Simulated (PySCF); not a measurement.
# C₅H₅F: electronic excitations at several levels of theory, part 2 of 2

PySCF 2.14.0. Atoms count from 0. The steps go on from the part before.

## Step 9: Excited states and response: LC-wPBE/def2-SVPD

What the job is given:

```
{"job": {"kind": "uv", "xc": "LC-wPBE", "basis": "def2-SVPD", "ip": true}, "charge": 0, "multiplicity": 1}
C      2.521092     0.452604     0.165559
C      1.613100    -0.327044    -0.439301
C      0.205376    -0.212914    -0.278208
C     -1.001693    -0.141685    -0.155865
C     -2.445388    -0.039013    -0.002139
F     -3.108743    -1.033603    -0.672053
H      2.223595     1.253939     0.846827
H      3.588423     0.303238    -0.009551
H      1.949237    -1.121738    -1.116006
H     -2.713341    -0.097257     1.067826
H     -2.793827     0.937710    -0.382734
```

Level: TDDFT LC-wPBE/def2-SVPD, vertical, gas phase, core orbitals frozen in the response.

The program printed:

```text
coarse grid: 9616 points
cycle   1  E = -292.7633625008  dE =  8.996e-01  |g| = 5.356e-01  |ddm| = 7.963e+00
cycle   2  E = -292.7847467896  dE = -2.138e-02  |g| = 5.214e-01  |ddm| = 2.693e+00
cycle   3  E = -292.8283371068  dE = -4.359e-02  |g| = 6.356e-02  |ddm| = 6.067e-01
cycle   4  E = -292.8291383710  dE = -8.013e-04  |g| = 2.937e-02  |ddm| = 2.937e-01
cycle   5  E = -292.8293454022  dE = -2.070e-04  |g| = 1.020e-02  |ddm| = 1.263e-01
cycle   6  E = -292.8293711355  dE = -2.573e-05  |g| = 3.341e-03  |ddm| = 2.990e-02
cycle   7  E = -292.8293760135  dE = -4.878e-06  |g| = 7.228e-04  |ddm| = 1.020e-02
final grid: 94504 points
cycle   8  E = -292.8842992572  dE = -1.900e-05  |g| = 9.217e-03  |ddm| = 9.741e-02
cycle   9  E = -292.8842979286  dE =  1.329e-06  |g| = 1.016e-02  |ddm| = 2.399e-02
cycle  10  E = -292.8843130542  dE = -1.513e-05  |g| = 3.171e-04  |ddm| = 7.219e-03
cycle  11  E = -292.8843130813  dE = -2.716e-08  |g| = 1.578e-04  |ddm| = 1.222e-03
cycle  12  E = -292.8843130882  dE = -6.820e-09  |g| = 7.549e-05  |ddm| = 6.543e-04
cycle  13  E = -292.8843130899  dE = -1.772e-09  |g| = 2.099e-05  |ddm| = 1.797e-04
cycle  14  E = -292.8843130903  dE = -3.947e-10  |g| = 1.057e-05  |ddm| = 7.770e-05
converged SCF energy = -292.8843130903

Static polarisability (au): isotropic 63.631, principal 40.796 50.428 99.669

Singlet excitations
state   eV       nm        f      main configurations
  1   5.6728    218.6   0.05197   H->L+1 0.30, H->L 0.18, H-1->L 0.17
  2   5.7940    214.0   0.21416   H->L 0.61, H->L+1 0.10
  3   5.9767    207.4   0.00156   H-1->L 0.72, H->L+1 0.12
  4   7.4761    165.8   0.00014   H->L+1 0.32, H->L+3 0.28, H->L+2 0.26
  5   7.5726    163.7   0.62749   H-1->L+1 0.27, H-2->L 0.18, H->L 0.15
  6   8.2109    151.0   0.01950   H->L+2 0.25, H-5->L 0.24, H->L+3 0.17
  7   8.2810    149.7   0.00635   H-5->L 0.48, H->L+3 0.13, H-3->L 0.13
  8   8.4994    145.9   0.04850   H-1->L+1 0.42, H-1->L+2 0.31
  9   8.5786    144.5   0.00931   H->L+4 0.76, H->L+3 0.11
 10   8.9338    138.8   0.07925   H-2->L 0.58, H-1->L+2 0.10, H->L+8 0.08

Triplet excitations (Tamm-Dancoff, eV): 3.3420 5.1544 5.2027 5.7201
Vertical ionisation energy (delta-SCF) = 9.3349 eV
```

Wall time 48 s (1 thread of Arm Neoverse V1, shared host); peak memory 0.75 GiB.

Key values: HOMO -9.70 eV, LUMO 1.15 eV; lowest singlet 5.67 eV.

## Step 10: Ultraviolet spectrum: PBE0/6-31G*

The job, as its differences from that of step 9:

```diff
@@ -1,2 +1,2 @@
-{"job": {"kind": "uv", "xc": "LC-wPBE", "basis": "def2-SVPD", "ip": true}, "charge": 0, "multiplicity": 1}
+{"job": {"kind": "uv", "xc": "PBE0", "basis": "6-31G*"}, "charge": 0, "multiplicity": 1}
 C      2.521092     0.452604     0.165559
```

With the program's defaults for keys left out, this is: TDDFT PBE0/6-31G*, vertical, gas phase, core orbitals frozen in the response.

The program printed:

```text
coarse grid: 9616 points
cycle   1  E = -292.9156118376  dE =  7.350e-01  |g| = 5.413e-01  |ddm| = 3.583e+00
cycle   2  E = -292.8882588674  dE =  2.735e-02  |g| = 6.967e-01  |ddm| = 1.327e+00
cycle   3  E = -292.9709347406  dE = -8.268e-02  |g| = 1.158e-01  |ddm| = 8.334e-01
cycle   4  E = -292.9733655132  dE = -2.431e-03  |g| = 6.154e-02  |ddm| = 1.427e-01
cycle   5  E = -292.9742650305  dE = -8.995e-04  |g| = 1.604e-02  |ddm| = 6.351e-02
cycle   6  E = -292.9743289357  dE = -6.391e-05  |g| = 3.326e-03  |ddm| = 1.745e-02
cycle   7  E = -292.9743312614  dE = -2.326e-06  |g| = 1.620e-03  |ddm| = 5.272e-03
final grid: 94504 points
cycle   8  E = -292.9379553651  dE = -2.025e-05  |g| = 7.070e-03  |ddm| = 2.596e-02
cycle   9  E = -292.9379487791  dE =  6.586e-06  |g| = 9.326e-03  |ddm| = 1.421e-02
cycle  10  E = -292.9379672234  dE = -1.844e-05  |g| = 1.311e-03  |ddm| = 8.328e-03
cycle  11  E = -292.9379676378  dE = -4.144e-07  |g| = 2.785e-04  |ddm| = 1.430e-03
cycle  12  E = -292.9379676569  dE = -1.910e-08  |g| = 9.878e-05  |ddm| = 4.191e-04
cycle  13  E = -292.9379676589  dE = -2.022e-09  |g| = 2.727e-05  |ddm| = 1.113e-04
cycle  14  E = -292.9379676591  dE = -1.284e-10  |g| = 1.650e-05  |ddm| = 3.990e-05
converged SCF energy = -292.9379676591

Static polarisability (au): isotropic 53.769, principal 24.944 40.289 96.074

Singlet excitations
state   eV       nm        f      main configurations
  1   5.4594    227.1   0.01607   H-1->L 0.65, H->L+1 0.25
  2   5.6220    220.5   0.19944   H->L 0.61, H-1->L 0.19, H-1->L+1 0.11
  3   5.6629    218.9   0.04497   H->L+1 0.67, H-1->L 0.15, H->L 0.13
  4   7.6655    161.7   0.76578   H-1->L+1 0.52, H->L 0.17, H-2->L 0.17
  5   7.9025    156.9   0.02963   H-2->L 0.67, H->L+2 0.22
  6   8.1830    151.5   0.00132   H-5->L 0.46, H-2->L+1 0.31, H-4->L 0.18
  7   8.2689    149.9   0.00234   H-2->L+1 0.62, H-5->L 0.22, H-4->L 0.12
  8   8.5032    145.8   0.00555   H-3->L 0.86, H->L+2 0.10
  9   8.5984    144.2   0.00341   H-4->L 0.68, H-5->L 0.29
 10   8.9873    138.0   0.00122   H-3->L+1 0.67, H->L+3 0.15

Triplet excitations (Tamm-Dancoff, eV): 3.3265 4.9894 5.2289 5.4583
```

Run time: 8.5 s. Hardware: 1 thread of Arm Neoverse V1, shared host; peak memory 0.49 GiB.

This run: HOMO -6.77 eV, LUMO -0.63 eV; lowest singlet 5.46 eV.

## Step 11: Ultraviolet spectrum: PBE0/def2-SVP

The job, as its differences from that of step 10:

```diff
@@ -1,2 +1,2 @@
-{"job": {"kind": "uv", "xc": "PBE0", "basis": "6-31G*"}, "charge": 0, "multiplicity": 1}
+{"job": {"kind": "uv", "xc": "PBE0", "basis": "def2-SVP"}, "charge": 0, "multiplicity": 1}
 C      2.521092     0.452604     0.165559
```

Method: TDDFT PBE0/def2-SVP, vertical, gas phase, core orbitals frozen in the response.

The program printed:

```text
coarse grid: 9616 points
cycle   1  E = -292.6345350541  dE =  6.833e-01  |g| = 5.175e-01  |ddm| = 3.751e+00
cycle   2  E = -292.6067548175  dE =  2.778e-02  |g| = 6.713e-01  |ddm| = 1.352e+00
cycle   3  E = -292.6843379563  dE = -7.758e-02  |g| = 1.083e-01  |ddm| = 8.209e-01
cycle   4  E = -292.6862684030  dE = -1.930e-03  |g| = 6.366e-02  |ddm| = 1.360e-01
cycle   5  E = -292.6872427917  dE = -9.744e-04  |g| = 1.527e-02  |ddm| = 6.276e-02
cycle   6  E = -292.6873004584  dE = -5.767e-05  |g| = 3.456e-03  |ddm| = 1.800e-02
cycle   7  E = -292.6873030244  dE = -2.566e-06  |g| = 1.664e-03  |ddm| = 4.740e-03
final grid: 94504 points
cycle   8  E = -292.7314558581  dE = -1.746e-05  |g| = 6.261e-03  |ddm| = 2.099e-02
cycle   9  E = -292.7314500385  dE =  5.820e-06  |g| = 8.259e-03  |ddm| = 1.348e-02
cycle  10  E = -292.7314654163  dE = -1.538e-05  |g| = 1.282e-03  |ddm| = 8.153e-03
cycle  11  E = -292.7314658209  dE = -4.046e-07  |g| = 2.595e-04  |ddm| = 1.336e-03
cycle  12  E = -292.7314658356  dE = -1.473e-08  |g| = 1.060e-04  |ddm| = 3.587e-04
cycle  13  E = -292.7314658376  dE = -1.974e-09  |g| = 4.736e-05  |ddm| = 1.113e-04
cycle  14  E = -292.7314658382  dE = -5.930e-10  |g| = 9.689e-06  |ddm| = 4.835e-05
converged SCF energy = -292.7314658382

Static polarisability (au): isotropic 56.149, principal 29.145 41.964 97.339

Singlet excitations
state   eV       nm        f      main configurations
  1   5.4550    227.3   0.02485   H-1->L 0.65, H->L+1 0.22, H->L 0.09
  2   5.5945    221.6   0.23121   H->L 0.67, H-1->L 0.17, H-1->L+1 0.11
  3   5.6531    219.3   0.02228   H->L+1 0.74, H-1->L 0.17
  4   7.6077    163.0   0.74662   H-1->L+1 0.54, H->L 0.16, H-2->L 0.16
  5   7.8306    158.3   0.02348   H-2->L 0.68, H->L+3 0.21
  6   8.0262    154.5   0.00137   H-5->L 0.64, H-4->L 0.16, H-2->L+1 0.09
  7   8.1628    151.9   0.00208   H-2->L+1 0.56, H->L+4 0.14, H-5->L 0.12
  8   8.3025    149.3   0.00271   H->L+2 0.82, H-2->L+1 0.12
  9   8.4401    146.9   0.01197   H-3->L 0.83, H->L+3 0.11
 10   8.5249    145.4   0.00035   H->L+4 0.53, H-4->L 0.23, H-2->L+1 0.14

Triplet excitations (Tamm-Dancoff, eV): 3.3258 4.9961 5.2545 5.4560
```

It took 10 s on 1 thread of Arm Neoverse V1, shared host; peak memory 0.53 GiB.

This run: HOMO -7.01 eV, LUMO -0.91 eV; lowest singlet 5.46 eV.

## Step 12: Comparing the runs: electronic excitations

Excitations and ground-state properties, with basis size and wall time:

```
                run  lowest singlet (eV)  brightest (eV)      f  gap (eV)  α (Å³)  μ (D)  functions   time
      LDA/def2-SVPD                 5.01            6.95  0.438      4.02   10.36   1.88        163   55 s
      PBE/def2-SVPD                 5.05            6.91  0.443      4.07   10.26   1.83        163   77 s
    B3LYP/def2-SVPD                 5.29            7.15  0.590      5.62    9.98   1.98        163   66 s
     PBE0/def2-SVPD                 5.38            7.32  0.617      6.04    9.85   1.98        163   49 s
BHandHLYP/def2-SVPD                 5.49            7.40  0.645      8.00    9.62   2.13        163   31 s
CAM-B3LYP/def2-SVPD                 5.47            7.35  0.640      8.40    9.75   2.06        163   36 s
  wB97X-D/def2-SVPD                 5.52            7.42  0.644      9.58    9.78   2.02        163   35 s
  LC-wPBE/def2-SVPD                 5.67            7.57  0.627     10.85    9.43   2.07        163   48 s
        PBE0/6-31G*                 5.46            7.67  0.766      6.14    7.97   1.80         94  8.5 s
      PBE0/def2-SVP                 5.46            7.61  0.747      6.11    8.32   1.87        109   10 s
```

## Step 13: Outcome

This closing draws on all 2 parts.

| quantity | value |
| --- | --- |
| lowest singlet (LDA/def2-SVPD) | 5.01 eV (247 nm), f = 0.023 |
| brightest single state of those computed | state 8, 6.95 eV, f = 0.438 |
| lowest triplet | 3.51 eV |
| vertical ionisation energy (ΔSCF) | 9.23 eV |
| vertical electron affinity (ΔSCF) | -0.58 eV (unbound: the value hangs on the basis) |
| range of the lowest singlet | 5.01 to 5.67 eV |

Single values in the summary come from the first sound run of each kind (LDA/def2-SVPD), which need not be the best level. The first singlet state (HOMO−1→LUMO 0.50, HOMO→LUMO+1 0.40) lies at 5.01 eV and is weak; of the 10 states computed, the strongest absorption comes from state 8 at 6.95 eV. The lowest triplet lies 1.50 eV below the lowest singlet (triplets in Tamm-Dancoff, singlets in full TDDFT). The brightest state lies above −ε(HOMO) (6.25 eV), where this functional's continuum begins, so it hangs on the basis. ΔSCF puts the ionisation energy at 9.23 eV, 2.98 eV above −ε(HOMO). The lowest singlet runs from 5.01 eV (LDA/def2-SVPD) to 5.67 eV (LC-wPBE/def2-SVPD), while the orbital gap spans 4.02 to 10.85 eV. The lowest state need not be the same one in every run.
